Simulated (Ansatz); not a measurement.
C6H12 can be A, `CCC=C(C)C`, or B, `C/C=C(/C)CC`.

Computed with Ansatz on PBE0-D4/def2-TZVP structures; ΔE is electronic, products minus reactants. CCSD(T)/CBS is the MP2 limit (def2-TZVPP, def2-QZVPP) plus CCSD(T) − MP2 in def2-TZVPP, frozen cores. DFT in def2-TZVPP. Each species was taken in one conformer, which may not be the lowest.

A:

Z-matrix (Å, degrees):
```
C
C 1 1.526
H 1 1.093 2 111.3
H 1 1.093 2 110.8 3 -120.5
H 1 1.093 2 111.0 3 120.1
C 2 1.493 1 112.2 3 -176.9
H 2 1.097 1 108.8 3 -56.5
H 2 1.092 1 109.6 3 59.1
C 6 1.333 2 128.5 1 -116.5
H 6 1.090 2 114.6 1 62.3
C 9 1.497 6 120.8 2 179.4
C 9 1.496 6 124.8 2 -0.8
H 11 1.096 9 111.0 6 121.0
H 11 1.091 9 111.8 6 0.0
H 11 1.096 9 111.0 6 -120.9
H 12 1.096 9 110.5 6 -119.3
H 12 1.089 9 113.4 6 2.1
H 12 1.095 9 110.4 6 123.3
```

B:

Z-matrix (Å, degrees):
```
C
C 1 1.491
H 1 1.090 2 113.0
H 1 1.095 2 110.7 3 120.7
H 1 1.095 2 111.0 3 -121.4
C 2 1.333 1 127.7 3 -0.9
H 2 1.089 1 115.1 3 179.6
C 6 1.503 2 123.9 1 -0.4
C 6 1.498 2 120.8 1 -179.2
C 8 1.526 6 112.7 2 -97.5
H 8 1.096 6 108.7 2 141.5
H 8 1.092 6 110.7 2 25.2
H 9 1.091 6 111.7 2 2.3
H 9 1.096 6 110.8 2 -118.5
H 9 1.095 6 111.4 2 123.2
H 10 1.093 8 111.1 6 -177.4
H 10 1.093 8 111.5 6 -57.3
H 10 1.092 8 110.7 6 62.4
```

Question: Which is lower in electronic energy at CCSD(T)/CBS, and by how much? (Estimate.)

Answer: The calculation gave: A, by 0.3 kcal/mol. So small a gap doesn't settle the order.

Question: Give E(B) − E(A) in kcal/mol with B2PLYP, CCSD(T)/def2-TZVPP, PBE-D4, PBE0-D4, HF/def2-TZVPP, CCSD/def2-TZVPP, MP2/def2-TZVPP. (Estimate.)

Answer: Ansatz gave: B2PLYP 0.7, CCSD(T)/def2-TZVPP 0.3, PBE-D4 0.5, PBE0-D4 0.5, HF/def2-TZVPP 1.1, CCSD/def2-TZVPP 0.4, MP2/def2-TZVPP 0.3. None reverses the order clearly.

Largest T1 diagnostic: 0.009.

In def2-TZVPP, CCSD(T) changes the Hartree–Fock value by −0.7 kcal/mol (the triples alone add −0.1 kcal/mol) and MP2 by −0.8 kcal/mol. Leaving LDA and LC-ωPBE aside and taking each functional with its dispersion term where it has one, the values, not all of them listed here, spread over 0.4 kcal/mol, from revPBE-D4 to B2PLYP.
